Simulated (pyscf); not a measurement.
Thermochemistry of product channels of `[CH]#[C][CH3]` + `[F]` [doublet] on the doublet surface, in eV, from CCSD(T)/def2-TZVPP + ΔMP2(QZVPP) energies (ideal gas, 1 atm, RRHO with modes under 100 cm⁻¹ raised to 100, one conformer, R ln 2 for rigid chiral ones). Structures and frequencies: ωB97X-D3(BJ)/def2-SVP in PySCF. Correlated levels are frozen-core, on RHF or UHF. ΔMP2 is the change of the MP2 total energy from the triple- to the quadruple-zeta basis.

| products | ΔE | ΔH(298 K) | ΔG(600 K) | ΔG(1200 K) |
|---|---|---|---|---|
| `[CH3][C]=[CH][F]` [doublet] | (withheld) | -1.92 | -1.29 | -0.65 |
| `[CH]=[C]([CH3])[F]` [doublet] | (withheld) | -1.93 | -1.25 | -0.58 |
| `[C]#[C][CH3]` [doublet] + `[FH]` | -0.03 | -0.07 | -0.25 | -0.41 |
| `[CH]#[C][CH2]` [doublet] + `[FH]` | (withheld) | -1.89 | -2.08 | -2.29 |

Q: Complete the blanks.

A: 
- `[CH3][C]=[CH][F]` [doublet], ΔE: -1.97
- `[CH]=[C]([CH3])[F]` [doublet], ΔE: -1.96
- `[CH]#[C][CH2]` [doublet] + `[FH]`, ΔE: -1.77

These are energies of the channels, which say nothing of barriers. H₃C–C•=CH–F lies 1.10 eV over its isomer •H₂C–C(=CH₂)–F, and others may lie lower still (electronic energy, ωB97M-D3(BJ)). •HC=C(CH₃)–F lies 1.12 eV over its isomer •H₂C–C(=CH₂)–F, and others may lie lower still (electronic energy, ωB97M-D3(BJ)). The CCSD(T) − MP2 part came from Ansatz, without density fitting, on the same reference. An open-shell T1 diagnostic exceeds 0.045. A UHF reference is spin-contaminated (<S²> up to 1.11), which harms MP2 most. Left out: orbital degeneracy and the spin-orbit lowering of F.
